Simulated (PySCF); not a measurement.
A geometry optimisation on `[N]#[Ti]` [radical].

Method: PBE0-D3(BJ)/def2-SVP geometry optimisation, gas phase (PySCF 2.14.0). Start geometry: GFN2-xTB. A driver script takes a list of jobs; this job's settings line and coordinates (Å) are shown.

Input:
```
{"job": {"xc": "PBE0", "basis": "def2-SVP", "d3": "d3bj", "grid": 1, "kind": "geom"}, "charge": 0, "multiplicity": 2}
N      0.859660    -0.005760    -0.005710
Ti    -0.854150     0.008290    -0.022580
```

Task: Estimate the output.

Result: 
```
step   0  E = -903.66406478  max force = 0.126130
step   1  E = -903.69030713  max force = 0.018912
step   2  E = -903.69046327  max force = 0.011554
step   3  E = -903.69057516  max force = 0.000430
step   4  E = -903.69057543  max force = 0.000019
optimisation converged
```

Energies in Eh; «max force» is the largest Cartesian gradient component in Eh/bohr.

Task: Give the first gradient maximum in eV/Å.

Result: With 1 Eh/bohr = 51.422 eV/Å, 6.486 eV/Å.

Task: How much energy does the optimisation release, in kJ/mol?

Result: E(step 0) − E(last step) = 0.026511 Eh, which is 69.6 kJ/mol.

Summary of the converged run: final energy -903.69058 Eh after 4 steps; dipole 3.20 D.

Task: Give the final coordinates.

Result: 0.090 Å rms from the input after alignment:
```
atom  x, y, z in Å
N1     0.7699   -0.0057   -0.0058
Ti2   -0.7644    0.0083   -0.0225
```

Task: Estimate the wall time. Hardware: x86-64 server, one thread, on a shared host.

Result: About 4.6 s.
Labels such as C1 count atoms from 1, the log's own numbers from 0.
